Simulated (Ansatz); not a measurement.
# Nudged elastic band run: H6SSi

Input file:

```yaml
crystal:
  periodic: [false, false, false]
  atoms:
    - { symbol: Si, position_ang: [0.481193, 0.057762, -0.209067] }
    - { symbol: H, position_ang: [0.438922, -0.076662, 1.267506] }
    - { symbol: H, position_ang: [1.894629, -0.037324, -0.657293] }
    - { symbol: H, position_ang: [-0.073805, 1.369672, -0.615263] }
    - { symbol: H, position_ang: [-0.295381, -1.041103, -0.832336] }
    - { symbol: S, position_ang: [-3.148877, 0.132943, 1.067268] }
    - { symbol: H, position_ang: [-3.1217, -1.165333, 0.726851] }
    - { symbol: H, position_ang: [-2.549281, -0.112756, 2.243335] }
basis:
  gaussian: { orbitals: def2-TZVP }
hamiltonian:
  xc: r2scan
neb:
  order_check: false
  images: 5
  f_tol: 0.03
  max_iterations: 60
  initial_path: linear
  final_atoms:
    - { symbol: Si, position_ang: [-0.45564632, -0.2851961, -0.61325372] }
    - { symbol: H, position_ang: [0.0052284, 0.87330805, 3.17881762] }
    - { symbol: H, position_ang: [0.74698967, -0.75452268, 0.11193779] }
    - { symbol: H, position_ang: [-0.5217314, 1.19692412, -0.58108834] }
    - { symbol: H, position_ang: [-0.39862292, -0.7297289, -2.02789384] }
    - { symbol: S, position_ang: [-2.10647429, -1.16999494, 0.42350042] }
    - { symbol: H, position_ang: [-3.04191385, -0.59646802, -0.35593738] }
    - { symbol: H, position_ang: [-0.60212928, 0.59287747, 2.85491844] }
```

Launched with:

```bash
$ ansatz run input.yaml --threads 4 --pin off --max-ram 5120MiB --backend cpu --events-out ev --progress --plain --runs-dir out
```

Output, in part (warnings, iteration lines, the closing report on the highest movable image, with atoms numbered from 0):

```
NEB end point (image 0): max|allowed force component| = 1.063e-2 eV/Å (the criterion of neb.relax_end_points is 1.000e-2)
NEB end point (image 6): max|allowed force component| = 2.820e-2 eV/Å (the criterion of neb.relax_end_points is 1.000e-2)
NEB iter   1: max|band force component| = 4.423e1 eV/Å  barrier→ = 18.0150 eV  barrier← = 18.3775 eV  Δτ_max = 0.2000 Å  (186 SCF iters)
NEB iter   2: max|band force component| = 1.302e1 eV/Å  barrier→ = 5.9982 eV  barrier← = 6.3606 eV  Δτ_max = 0.2000 Å  (169 SCF iters)
NEB iter   3: max|band force component| = 7.101e0 eV/Å  barrier→ = 3.9684 eV  barrier← = 4.3308 eV  Δτ_max = 0.1973 Å  (163 SCF iters)
NEB iter   4: max|band force component| = 4.166e0 eV/Å  barrier→ = 2.8607 eV  barrier← = 3.2231 eV  Δτ_max = 0.2000 Å  (158 SCF iters)
NEB iter   5: max|band force component| = 3.698e0 eV/Å  barrier→ = 1.9445 eV  barrier← = 2.3069 eV  Δτ_max = 0.2000 Å  (140 SCF iters)
NEB iter   6: max|band force component| = 2.064e0 eV/Å  barrier→ = 1.6187 eV  barrier← = 1.9811 eV  Δτ_max = 0.1996 Å  (147 SCF iters)
NEB iter   7: max|band force component| = 1.784e0 eV/Å  barrier→ = 1.4809 eV  barrier← = 1.8433 eV  Δτ_max = 0.1687 Å  (150 SCF iters)
NEB iter   8: max|band force component| = 9.726e-1 eV/Å  barrier→ = 1.3875 eV  barrier← = 1.7499 eV  Δτ_max = 0.2000 Å  (142 SCF iters)
NEB iter   9: max|band force component| = 1.231e0 eV/Å  barrier→ = 1.1518 eV  barrier← = 1.5143 eV  Δτ_max = 0.0988 Å  (145 SCF iters)
NEB iter  10: max|band force component| = 6.109e-1 eV/Å  barrier→ = 1.1809 eV  barrier← = 1.5433 eV  Δτ_max = 0.1976 Å  (141 SCF iters)
NEB iter  11: max|band force component| = 5.008e-1 eV/Å  barrier→ = 1.3518 eV  barrier← = 1.7142 eV  Δτ_max = 0.1963 Å  (141 SCF iters)
NEB iter  12: max|band force component| = 6.243e-1 eV/Å  barrier→ = 1.4607 eV  barrier← = 1.8232 eV  Δτ_max = 0.1008 Å  (139 SCF iters)
NEB iter  13: max|band force component| = 5.554e-1 eV/Å  barrier→ = 1.2630 eV  barrier← = 1.6254 eV  Δτ_max = 0.1030 Å  (136 SCF iters)
NEB iter  14: max|band force component| = 5.560e-1 eV/Å  barrier→ = 1.1260 eV  barrier← = 1.4885 eV  Δτ_max = 0.1000 Å  (137 SCF iters)
NEB iter  15: max|band force component| = 5.463e-1 eV/Å  barrier→ = 0.9795 eV  barrier← = 1.3419 eV  Δτ_max = 0.1003 Å  (138 SCF iters)
NEB iter  16: max|band force component| = 8.135e-1 eV/Å  barrier→ = 0.8390 eV  barrier← = 1.2014 eV  CI = image 2  Δτ_max = 0.1013 Å  (137 SCF iters)
NEB iter  17: max|band force component| = 8.565e-1 eV/Å  barrier→ = 1.1324 eV  barrier← = 1.4948 eV  CI = image 2  Δτ_max = 0.1012 Å  (138 SCF iters)
NEB iter  18: max|band force component| = 1.012e0 eV/Å  barrier→ = 1.2183 eV  barrier← = 1.5807 eV  CI = image 2  Δτ_max = 0.1929 Å  (140 SCF iters)
NEB iter  19: max|band force component| = 1.237e0 eV/Å  barrier→ = 1.3162 eV  barrier← = 1.6786 eV  CI = image 2  Δτ_max = 0.2000 Å  (139 SCF iters)
NEB iter  20: max|band force component| = 1.334e0 eV/Å  barrier→ = 1.3972 eV  barrier← = 1.7597 eV  CI = image 2  Δτ_max = 0.2000 Å  (142 SCF iters)
NEB iter  21: max|band force component| = 1.551e0 eV/Å  barrier→ = 1.4073 eV  barrier← = 1.7697 eV  CI = image 2  Δτ_max = 0.2000 Å  (139 SCF iters)
NEB iter  22: max|band force component| = 1.928e0 eV/Å  barrier→ = 1.2578 eV  barrier← = 1.6202 eV  CI = image 2  Δτ_max = 0.1976 Å  (138 SCF iters)
NEB iter  23: max|band force component| = 1.986e0 eV/Å  barrier→ = 1.6110 eV  barrier← = 1.9734 eV  CI = image 2  Δτ_max = 0.2000 Å  (144 SCF iters)
NEB iter  24: max|band force component| = 8.947e-1 eV/Å  barrier→ = 2.1106 eV  barrier← = 2.4730 eV  CI = image 2  Δτ_max = 0.1966 Å  (146 SCF iters)
NEB iter  25: max|band force component| = 5.260e-1 eV/Å  barrier→ = 2.0431 eV  barrier← = 2.4056 eV  CI = image 2  Δτ_max = 0.1464 Å  (139 SCF iters)
NEB iter  26: max|band force component| = 3.724e-1 eV/Å  barrier→ = 2.0072 eV  barrier← = 2.3696 eV  CI = image 2  Δτ_max = 0.0676 Å  (141 SCF iters)
NEB iter  27: max|band force component| = 2.355e-1 eV/Å  barrier→ = 1.9882 eV  barrier← = 2.3507 eV  CI = image 2  Δτ_max = 0.1525 Å  (140 SCF iters)
NEB iter  28: max|band force component| = 1.122e-1 eV/Å  barrier→ = 1.9809 eV  barrier← = 2.3433 eV  CI = image 2  Δτ_max = 0.1881 Å  (142 SCF iters)
NEB iter  29: max|band force component| = 1.179e-1 eV/Å  barrier→ = 1.9796 eV  barrier← = 2.3421 eV  CI = image 2  Δτ_max = 0.2000 Å  (143 SCF iters)
NEB iter  30: max|band force component| = 2.025e-1 eV/Å  barrier→ = 1.9791 eV  barrier← = 2.3415 eV  CI = image 2  Δτ_max = 0.1001 Å  (145 SCF iters)
NEB iter  31: max|band force component| = 1.619e-1 eV/Å  barrier→ = 1.9789 eV  barrier← = 2.3413 eV  CI = image 2  Δτ_max = 0.0997 Å  (130 SCF iters)
NEB iter  32: max|band force component| = 9.522e-2 eV/Å  barrier→ = 1.9788 eV  barrier← = 2.3412 eV  CI = image 2  Δτ_max = 0.0997 Å  (142 SCF iters)
NEB iter  33: max|band force component| = 4.460e-2 eV/Å  barrier→ = 1.9786 eV  barrier← = 2.3411 eV  CI = image 2  Δτ_max = 0.0936 Å  (140 SCF iters)
NEB iter  34: max|band force component| = 2.590e-2 eV/Å  barrier→ = 1.9784 eV  barrier← = 2.3409 eV  CI = image 2  Δτ_max = 0.0000 Å  (271 SCF iters)
Total energy: -18807.28523903 eV, -691.1549844985 hartree
Atom 0 at    -0.353788     0.113867    -0.210182 Å, force    -0.016798     0.018031    -0.016394 eV/Å
Atom 1 at    -0.572530     0.974368     1.266779 Å, force     0.006650     0.011805     0.009391 eV/Å
Atom 2 at     0.471789    -1.067867     0.109059 Å, force    -0.007421    -0.001542     0.002291 eV/Å
Atom 3 at     0.614186     1.242362    -0.416755 Å, force     0.000773    -0.013677     0.002898 eV/Å
Atom 4 at    -1.103766     0.113112    -1.490700 Å, force     0.010539     0.007996     0.000257 eV/Å
Atom 5 at    -2.415225    -0.892546     0.839915 Å, force     0.019393    -0.003879     0.003160 eV/Å
Atom 6 at    -1.688811    -1.759626     1.564511 Å, force    -0.005860    -0.004386     0.013592 eV/Å
Atom 7 at    -1.326156     0.403529     1.328374 Å, force    -0.007276    -0.014348    -0.015195 eV/Å
Dipole moment:     0.280671     0.073316     0.090936 e Å
```

It converged. Beside the main top the profile has a ripple of under 15 meV (maxima at images 2, 5), which may be a very shallow well or noise. Neighbouring images differ by up to 2.3 eV, so the band resolves the path poorly. The order of the stationary point at the top wasn't checked. The orbitals stay closed-shell, which can raise the energy where a bond breaks towards radicals; this wasn't checked here.

Final band (atoms are numbered from 1 in the order of the input):

```
image  path coordinate (Å)  energy (kcal/mol)  Si1–H2 (Å)  S6–H8 (Å)  Si1–S6 (Å)
    0                 0.00                0.0        1.48       1.34        3.85
    1                 2.72                0.8        1.48       1.34        4.51
    2                 5.45               45.6        1.72       1.76        2.52
    3                 8.04               -8.2        3.92       3.16        2.14
    4                10.64               -8.3        4.36       3.80        2.14
    5                13.24               -8.0        5.69       5.70        2.14
    6                15.84               -8.4        3.99       3.36        2.14
```

The run took 3.4 min on 4 threads of Arm Neoverse V1, on a shared host, peak memory 0.19 GiB.
